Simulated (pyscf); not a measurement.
CH₃• + CH₄ → CH₄ + CH₃• (hydrogen abstraction; doublet surface; C–H broken, C–H formed). PySCF, gas phase, ωB97X-D3(BJ)/def2-SVP geometries. MP2 and CC: frozen core, UHF for open shells. ΔMP2 is the change of the MP2 total energy from the triple- to the quadruple-zeta basis. Energies in kJ/mol from the separated reactants.

```json
[
 {"level": "PBE/def2-TZVP", "barrier": "44.0", "reaction energy": "0.0"},
 {"level": "r²SCAN/def2-TZVP", "barrier": "[?]", "reaction energy": "0.0"},
 {"level": "PBE0-D3(BJ)/def2-TZVP", "barrier": "56.2", "reaction energy": "0.0"},
 {"level": "M06-2X/def2-TZVP", "barrier": "70.3", "reaction energy": "0.0"},
 {"level": "HF/def2-TZVP", "barrier": "129.1", "reaction energy": "0.0"},
 {"level": "CCSD(T)/def2-TZVPP", "barrier": "75.6", "reaction energy": "0.0"},
 {"level": "CCSD(T)/def2-TZVPP + ΔMP2(QZVPP)", "barrier": "[?]", "reaction energy": "0.0"}
]
```

Problem. Some entries are withheld; supply them.

Solution. 
- r²SCAN/def2-TZVP, barrier: 58.8
- CCSD(T)/def2-TZVPP + ΔMP2(QZVPP), barrier: 74.8

Of the functionals in the table, M06-2X is closest to CCSD(T)/def2-TZVPP + ΔMP2(QZVPP) in the barrier (4.5 kJ/mol apart) and PBE least close (30.8 kJ/mol); that level has limits of its own. One saddle was located; it need not be the lowest between these sides. The angle at the transferred H is 180°. The CCSD(T) − MP2 part came from Ansatz, without density fitting, on the same reference.
